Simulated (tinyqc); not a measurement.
Worked calculation: RHF in the sto-3g basis, for H2O, spin multiplicity 1. One step of it, computed by the program tinyqc.

Problem. Iteration 2: building the Fock matrix. J_ij = sum D_kl (ij|kl), K_ij = sum D_kl (ik|jl); F = H + J - 0.5 K; E = tr D H + tr D J / 2 - 0.25 tr D K + E_nn.

D after iteration 1, order 1O 1s, 1O 2s, 1O 2px, 1O 2py, 1O 2pz, 2H 1s, 3H 1s:
```
[[2.098965, -0.416078, 0.000000, 0.004549, 0.132249, -0.050947, -0.044846],
 [-0.416078, 1.799011, 0.000000, -0.024550, -0.635359, 0.067505, 0.063774],
 [0.000000, 0.000000, 2.000000, 0.000000, 0.000000, 0.000000, 0.000000],
 [0.004549, -0.024550, 0.000000, 0.660945, 0.010496, 0.541234, -0.555410],
 [0.132249, -0.635359, 0.000000, 0.010496, 1.193976, 0.497758, 0.506926],
 [-0.050947, 0.067505, 0.000000, 0.541234, 0.497758, 0.726817, -0.167579],
 [-0.044846, 0.063774, 0.000000, -0.555410, 0.506926, -0.167579, 0.758814]]
```

core Hamiltonian H = T + V (hartree), order 1O 1s, 1O 2s, 1O 2px, 1O 2py, 1O 2pz, 2H 1s, 3H 1s:
```
[[-32.516394, -7.564394, 0.000000, -0.000907, -0.012055, -1.116677, -0.961070],
 [-7.564394, -9.142093, 0.000000, -0.010383, -0.148952, -2.676999, -2.389301],
 [0.000000, 0.000000, -7.297612, 0.000000, 0.000000, 0.000000, 0.000000],
 [-0.000907, -0.010383, 0.000000, -7.397965, -0.005102, -1.617937, 1.471403],
 [-0.012055, -0.148952, 0.000000, -0.005102, -7.349581, -1.200158, -1.092699],
 [-1.116677, -2.676999, 0.000000, -1.617937, -1.200158, -4.381482, -0.793626],
 [-0.961070, -2.389301, 0.000000, 1.471403, -1.092699, -0.793626, -4.202899]]
```

Two-electron integrals (ij|kl) in chemists' order, unique and non-zero (hartree):
```
(11|11) 4.785065    (21|11) 0.741380    (21|21) 0.136873    (22|11) 1.118947
(22|21) 0.256633    (22|22) 0.817206    (31|31) 0.024477    (32|31) 0.037809
(32|32) 0.180518    (33|11) 1.115814    (33|21) 0.256684    (33|22) 0.817023
(33|33) 0.880159    (41|41) 0.024477    (42|41) 0.037809    (42|42) 0.180518
(43|43) 0.047444    (44|11) 1.115814    (44|21) 0.256684    (44|22) 0.817023
(44|33) 0.785270    (44|44) 0.880159    (51|51) 0.024477    (52|51) 0.037809
(52|52) 0.180518    (53|53) 0.047444    (54|54) 0.047444    (55|11) 1.115814
(55|21) 0.256684    (55|22) 0.817023    (55|33) 0.785270    (55|44) 0.785270
(55|55) 0.880159    (61|11) 0.109771    (61|21) 0.020113    (61|22) 0.037532
(61|33) 0.037458    (61|41) 0.000744    (61|42) 0.001404    (61|44) 0.037607
(61|51) 0.000536    (61|52) 0.001011    (61|54) 0.000107    (61|55) 0.037535
(61|61) 0.002993    (62|11) 0.289383    (62|21) 0.067301    (62|22) 0.240035
(62|33) 0.235793    (62|41) 0.004104    (62|42) 0.032453    (62|44) 0.244018
(62|51) 0.002954    (62|52) 0.023361    (62|54) 0.005921    (62|55) 0.240055
(62|61) 0.010101    (62|62) 0.090154    (63|31) 0.006765    (63|32) 0.040379
(63|43) 0.006594    (63|53) 0.004747    (63|63) 0.012306    (64|11) 0.176863
(64|21) 0.041637    (64|22) 0.158546    (64|33) 0.151496    (64|41) 0.008975
(64|42) 0.060474    (64|44) 0.169810    (64|51) 0.001591    (64|52) 0.014465
(64|54) 0.008436    (64|55) 0.154151    (64|61) 0.006501    (64|62) 0.072391
(64|64) 0.069772    (65|11) 0.127311    (65|21) 0.029971    (65|22) 0.114126
(65|33) 0.109051    (65|41) 0.001591    (65|42) 0.014465    (65|44) 0.112740
(65|51) 0.007910    (65|52) 0.050792    (65|54) 0.009250    (65|55) 0.120456
(65|61) 0.004680    (65|62) 0.052109    (65|64) 0.041365    (65|65) 0.042082
(66|11) 0.454419    (66|21) 0.107376    (66|22) 0.441012    (66|33) 0.423945
(66|41) 0.007876    (66|42) 0.087632    (66|44) 0.457312    (66|51) 0.005669
(66|52) 0.063080    (66|54) 0.024018    (66|55) 0.441234    (66|61) 0.016223
(66|62) 0.216364    (66|64) 0.198279    (66|65) 0.142726    (66|66) 0.774606
(71|11) 0.094385    (71|21) 0.017298    (71|22) 0.032293    (71|33) 0.032230
(71|41) -0.000631   (71|42) -0.001194   (71|44) 0.032357    (71|51) 0.000454
(71|52) 0.000859    (71|54) -0.000091   (71|55) 0.032296    (71|61) 0.002533
(71|62) 0.008403    (71|64) 0.004986    (71|65) 0.003896    (71|66) 0.013385
(71|71) 0.002213    (72|11) 0.257001    (72|21) 0.059804    (72|22) 0.214295
(72|33) 0.210471    (72|41) -0.003634   (72|42) -0.029181   (72|44) 0.217890
(72|51) 0.002615    (72|52) 0.020992    (72|54) -0.005337   (72|55) 0.214310
(72|61) 0.008677    (72|62) 0.063181    (72|64) 0.035406    (72|65) 0.035510
(72|66) 0.121583    (72|71) 0.007721    (72|72) 0.072878    (73|31) 0.005914
(73|32) 0.035660    (73|43) -0.005871   (73|53) 0.004224    (73|63) 0.008194
(73|73) 0.009777    (74|11) -0.159780   (74|21) -0.037628   (74|22) -0.143982
(74|33) -0.137644   (74|41) 0.007897    (74|42) 0.053953    (74|44) -0.154069
(74|51) -0.001427   (74|52) -0.013160   (74|54) 0.007592    (74|55) -0.140067
(74|61) -0.005241   (74|62) -0.036270   (74|64) -0.012639   (74|65) -0.019997
(74|66) -0.064545   (74|71) -0.005045   (74|72) -0.059568   (74|74) 0.057931
(75|11) 0.114944    (75|21) 0.027069    (75|22) 0.103579    (75|33) 0.099020
(75|41) -0.001427   (75|42) -0.013160   (75|44) 0.102388    (75|51) 0.006940
(75|52) 0.045127    (75|54) -0.008294   (75|55) 0.109210    (75|61) 0.004086
(75|62) 0.035934    (75|64) 0.019794    (75|65) 0.028093    (75|66) 0.075185
(75|71) 0.003629    (75|72) 0.042853    (75|74) -0.034641   (75|75) 0.034698
(76|11) 0.078345    (76|21) 0.018398    (76|22) 0.071577    (76|33) 0.069938
(76|41) -0.000016   (76|42) -0.000220   (76|44) 0.071440    (76|51) 0.001254
(76|52) 0.012003    (76|54) -0.000051   (76|55) 0.073274    (76|61) 0.002728
(76|62) 0.026487    (76|64) 0.018489    (76|65) 0.017269    (76|66) 0.066363
(76|71) 0.002348    (76|72) 0.024086    (76|74) -0.017316   (76|75) 0.015939
(76|76) 0.010016    (77|11) 0.432175    (77|21) 0.102160    (77|22) 0.421923
(77|33) 0.406101    (77|41) -0.007224   (77|42) -0.082085   (77|44) 0.437052
(77|51) 0.005197    (77|52) 0.059051    (77|54) -0.022266   (77|55) 0.422119
(77|61) 0.014803    (77|62) 0.130487    (77|64) 0.067915    (77|65) 0.079501
(77|66) 0.275981    (77|71) 0.013263    (77|72) 0.190468    (77|74) -0.177804
(77|75) 0.127910    (77|76) 0.066363    (77|77) 0.774606
```

nuclear repulsion = 7.48640843 hartree

Give: Coulomb J; exchange K; Fock matrix F; total energy of this density.

Solution.

Coulomb J (hartree), order 1O 1s, 1O 2s, 1O 2px, 1O 2py, 1O 2pz, 2H 1s, 3H 1s:
```
[[17.037, 3.200, 0.000, 0.000, -0.015, 0.470, 0.405],
 [3.200, 7.975, 0.000, 0.000, -0.001, 2.345, 2.096],
 [0.000, 0.000, 7.986, 0.000, 0.000, 0.000, 0.000],
 [0.000, 0.000, 0.000, 7.953, 0.003, 1.554, -1.414],
 [-0.015, -0.001, 0.000, 0.003, 7.961, 1.127, 1.025],
 [0.470, 2.345, 0.000, 1.554, 1.127, 4.549, 0.712],
 [0.405, 2.096, 0.000, -1.414, 1.025, 0.712, 4.401]]
```

exchange K (hartree), order 1O 1s, 1O 2s, 1O 2px, 1O 2py, 1O 2pz, 2H 1s, 3H 1s:
```
[[9.758, 1.646, 0.000, 0.000, 0.005, 0.254, 0.219],
 [1.646, 2.499, 0.000, 0.000, -0.225, 0.861, 0.779],
 [0.000, 0.000, 2.238, 0.000, 0.000, 0.000, 0.000],
 [0.000, 0.000, 0.000, 1.561, 0.023, 0.597, -0.568],
 [0.005, -0.225, 0.000, 0.023, 1.830, 0.450, 0.426],
 [0.254, 0.861, 0.000, 0.597, 0.450, 1.146, 0.219],
 [0.219, 0.779, 0.000, -0.568, 0.426, 0.219, 1.101]]
```

Fock matrix F (hartree), order 1O 1s, 1O 2s, 1O 2px, 1O 2py, 1O 2pz, 2H 1s, 3H 1s:
```
[[-20.358, -5.187, 0.000, -0.001, -0.030, -0.773, -0.666],
 [-5.187, -2.417, 0.000, -0.010, -0.037, -0.762, -0.683],
 [0.000, 0.000, -0.431, 0.000, 0.000, 0.000, 0.000],
 [-0.001, -0.010, 0.000, -0.225, -0.014, -0.363, 0.341],
 [-0.030, -0.037, 0.000, -0.014, -0.303, -0.298, -0.280],
 [-0.773, -0.762, 0.000, -0.363, -0.298, -0.405, -0.192],
 [-0.666, -0.683, 0.000, 0.341, -0.280, -0.192, -0.352]]
```

total energy of this density = -74.88112 hartree
